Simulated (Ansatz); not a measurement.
# The cluster CB₂− (doublet): one molecule under many settings

How do the results and run time of the cluster CB₂− (doublet) respond when the settings are drawn wide?

The runs use Ansatz 0.2.0, Gaussian basis; the settings change from run to run.

### 1 The geometry

The structure was relaxed beforehand with PBE0-D4 in a triple-zeta def2 set.

3 atoms, charge -1, spin multiplicity 2.

Atoms are counted from 1 here; the program's logs count them from 0.

Bond lengths: B1–B2 1.751 Å, B1–C3 1.403 Å, B2–C3 1.403 Å. Angles: B2–B1–C3 51.4°, B1–B2–C3 51.4°, B1–C3–B2 77.2°.

### 2 wB97X-V/STO-3G

Options: charge 0, multiplicity 1, the search for lower states set to off.

Contents of in.yaml:

```yaml
crystal:
  periodic: [false, false, false]
  atoms:
    - {symbol: B, position_ang: [0.809316, -0.142067, 0.474073]}
    - {symbol: B, position_ang: [-0.309624, 0.657588, -0.609619]}
    - {symbol: C, position_ang: [-0.499692, -0.515521, 0.135545]}
basis:
  gaussian: {orbitals: STO-3G}
hamiltonian: {xc: {name: wB97X-V}}
scf: {lower_state_search: off}
output: {forces: true}
```

Run with:

```sh
$ ansatz run in.yaml --threads 4 --pin off --events-out ev --progress --plain --max-ram 3916MiB
```

Standard output, shortened:

```text
Functional definition: wB97X-V
  name "wB97X-V"
  cite "Mardirossian & Head-Gordon, Phys. Chem. Chem. Phys. 16, 9904 (2014) doi:10.1039/C3CP54374A"
  cite "Becke, J. Chem. Phys. 107, 8554 (1997) doi:10.1063/1.475007"
  cite "Vydrov & Van Voorhis, J. Chem. Phys. 133, 244103 (2010) doi:10.1063/1.3521275"
[...]
      + integral(e_c_pw_opposite_spin*poly(b97_u_opposite, cos0, cos1)) + vv10(b, c)
[...]
199 factors; integrals over basis functions are off by at most 1.3e-4 eV
66 factors; integrals over basis functions are off by at most 1.1e-6 eV
[...]
a density is far from that of the atoms, so the factors are made again for it
218 factors; integrals over basis functions are off by at most 7.4e-6 eV
66 factors; integrals over basis functions are off by at most 1.1e-6 eV
mean field -2349.32385818 eV, -86.3360593591 hartree, gradient 1.2e-6 eV, S^2 0.000000; 0 other end points of the search recorded, 0 dependent functions left out
[...]
reference -2349.32385745 eV, -86.3360593326 hartree; 8, 8 occupied and 7, 7 virtual orbitals, 218 factors
Total energy: -2349.32385745 eV, -86.3360593326 hartree
Atom 0 at     0.809316    -0.142067     0.474073 Å, force    -2.330267     1.613523    -2.220078 eV/Å
Atom 1 at    -0.309624     0.657588    -0.609619 Å, force     2.270933    -1.674736     2.236173 eV/Å
Atom 2 at    -0.499692    -0.515521     0.135545 Å, force     0.059334     0.061213    -0.016095 eV/Å
Dipole moment:     0.165401     0.170640    -0.044866 e Å
Checks for a lower state left out: stability, starts, cluster_reference, orbital_swaps, neighbouring_geometries, increment
```

Run time: 0.4 s. Hardware: 4 threads of Arm Neoverse V2, shared host.

Largest force 3.600 eV/Å, dipole 1.16 D.

### 3 r2SCAN50/def2-mTZVPP

This run has multiplicity 4, restricted open-shell orbitals, coordinates scaled by 0.96, a grid of angular degree 11, high accuracy.

Contents of in.yaml:

```yaml
crystal:
  periodic: [false, false, false]
  atoms:
    - {symbol: B, position_ang: [0.776944, -0.136385, 0.455111]}
    - {symbol: B, position_ang: [-0.297239, 0.631285, -0.585234]}
    - {symbol: C, position_ang: [-0.479705, -0.494900, 0.130123]}
basis:
  gaussian: {orbitals: def2-mTZVPP, final_grid: {core_spheres: 5, valence_spheres: 4, degree: 11}}
total_charge: -1
magnetization: {spin_polarized: false, initial_magnetization: 3}
hamiltonian: {xc: {name: r2SCAN50}}
accuracy: high
```

Launched as before.

Standard output, shortened:

```text
Functional definition: r2SCAN50
  name "r2SCAN50"
  cite "Bursch, Neugebauer, Ehlert & Grimme, J. Chem. Phys. 156, 134105 (2022) doi:10.1063/5.0086040"
  cite "Furness, Kaplan, Ning, Perdew & Sun, J. Phys. Chem. Lett. 11, 8208 (2020) doi:10.1021/acs.jpclett.0c02405"
  cite "Furness, Kaplan, Ning, Perdew & Sun, J. Phys. Chem. Lett. 11, 9248 (2020) doi:10.1021/acs.jpclett.0c03077"
  parent r2scan
[...]
1168 factors; integrals over basis functions are off by at most 2.9e-9 eV
[...]
mean field -2381.19056246 eV, -87.5071391414 hartree, gradient 3.2e-8 eV, S^2 3.750000; 0 other end points of the search recorded, 0 dependent functions left out
reference -2381.19056456 eV, -87.5071392188 hartree; 10, 7 occupied and 47, 50 virtual orbitals, 1168 factors
Total energy: -2381.19056456 eV, -87.5071392188 hartree
```

It took 0.7 s on 4 threads of Arm Neoverse V2, shared host.

### 4 r2SCAN/cc-pVTZ

Set apart from the defaults: charge 0, multiplicity 1, a grid of angular degree 23, finite nuclei, D3(BJ) dispersion.

Contents of in.yaml:

```yaml
crystal:
  periodic: [false, false, false]
  atoms:
    - {symbol: B, position_ang: [0.809316, -0.142067, 0.474073]}
    - {symbol: B, position_ang: [-0.309624, 0.657588, -0.609619]}
    - {symbol: C, position_ang: [-0.499692, -0.515521, 0.135545]}
basis:
  gaussian: {orbitals: cc-pVTZ, final_grid: {core_spheres: 8, valence_spheres: 7, degree: 23}, nuclear_model: gaussian}
hamiltonian: {xc: {name: r2SCAN}, dispersion: d3bj}
output: {forces: true}
```

Launched as before.

Standard output, shortened:

```text
Warning: the engine holds no damping parameters fitted to this dispersion correction and functional, so the run takes those fitted to r2scan beside the three-body term, which d3bj leaves out (hamiltonian.dispersion, under Limitations)
Functional definition: r2SCAN
  name "r2SCAN"
  cite "Furness, Kaplan, Ning, Perdew & Sun, J. Phys. Chem. Lett. 11, 8208 (2020) doi:10.1021/acs.jpclett.0c02405"
  cite "Furness, Kaplan, Ning, Perdew & Sun, J. Phys. Chem. Lett. 11, 9248 (2020) doi:10.1021/acs.jpclett.0c03077"
  parent r2scan
[...]
588 factors; their error is unknown
[...]
mean field -2381.45194072 eV, -87.5167446152 hartree, gradient 2.0e-5 eV, S^2 0.000000; 0 other end points of the search recorded, 0 dependent functions left out
[...]
reference -2381.45194925 eV, -87.5167449290 hartree; 8, 8 occupied and 82, 82 virtual orbitals, 588 factors
Total energy: -2381.46321280 eV, -87.5171588566 hartree
Atom 0 at     0.809316    -0.142067     0.474073 Å, force    -1.293045     1.055841    -1.345852 eV/Å
Atom 1 at    -0.309624     0.657588    -0.609619 Å, force     1.443948    -0.900158     1.304919 eV/Å
Atom 2 at    -0.499692    -0.515521     0.135545 Å, force    -0.150903    -0.155683     0.040933 eV/Å
Dipole moment:     0.154411     0.159302    -0.041885 e Å
```

It took 0.55 s on 4 threads of Arm Neoverse V2, shared host.

Largest force 2.144 eV/Å, dipole 1.08 D.

### 5 SPW92/def2-mTZVP

Options: relativity set to none, the search for lower states set to off.

Contents of in.yaml:

```yaml
crystal:
  periodic: [false, false, false]
  atoms:
    - {symbol: B, position_ang: [0.809316, -0.142067, 0.474073]}
    - {symbol: B, position_ang: [-0.309624, 0.657588, -0.609619]}
    - {symbol: C, position_ang: [-0.499692, -0.515521, 0.135545]}
basis:
  gaussian: {orbitals: def2-mTZVP}
total_charge: -1
magnetization: {spin_polarized: true, initial_magnetization: 1}
hamiltonian: {xc: {name: SPW92}, pseudopotentials: {relativity: none}}
scf: {lower_state_search: off}
```

Launched as before.

Standard output, shortened:

```text
Functional definition: SPW92
  name "SPW92"
  cite "Dirac, Proc. Camb. Phil. Soc. 26, 376 (1930) doi:10.1017/S0305004100016108"
  cite "Slater, Phys. Rev. 81, 385 (1951) doi:10.1103/PhysRev.81.385"
  cite "Perdew & Wang, Phys. Rev. B 45, 13244 (1992) doi:10.1103/PhysRevB.45.13244"
[...]
532 factors; their error is unknown
[...]
mean field -2360.64833763 eV, -86.7522263029 hartree, gradient 6.9e-7 eV, S^2 0.756030; 0 other end points of the search recorded, 0 dependent functions left out
reference -2360.64836091 eV, -86.7522271586 hartree; 9, 8 occupied and 48, 49 virtual orbitals, 532 factors
Total energy: -2360.64836091 eV, -86.7522271586 hartree
Checks for a lower state left out: stability, starts, cluster_reference, orbital_swaps, neighbouring_geometries, increment
```

Run time: 0.2 s. Hardware: 4 threads of Arm Neoverse V2, shared host.

⟨S²⟩ 0.756.

### 6 The runs in one table

| level | charge | multiplicity | geometry | functions | energy (eV) | time |
| --- | --- | --- | --- | --- | --- | --- |
| wB97X-V/STO-3G | 0 | 1 | relaxed | 15 | -2349.324 | 0.4 s |
| r2SCAN50/def2-mTZVPP | -1 | 4 | scaled | 57 | -2381.191 | 0.7 s |
| r2SCAN/cc-pVTZ | 0 | 1 | relaxed | 90 | -2381.463 | 0.55 s |
| SPW92/def2-mTZVP | -1 | 2 | relaxed | 57 | -2360.648 | 0.2 s |

### 7 What came out

```
quantity                        value
    runs                            4
quickest      SPW92/def2-mTZVP, 0.2 s
 slowest  r2SCAN50/def2-mTZVPP, 0.7 s
```

In words: The runs differ in state or geometry as well as level, so their energies can't be set against each other. r2SCAN50/def2-mTZVPP took 3 times as long as SPW92/def2-mTZVP. The jobs differ in tasks and options as well as level.
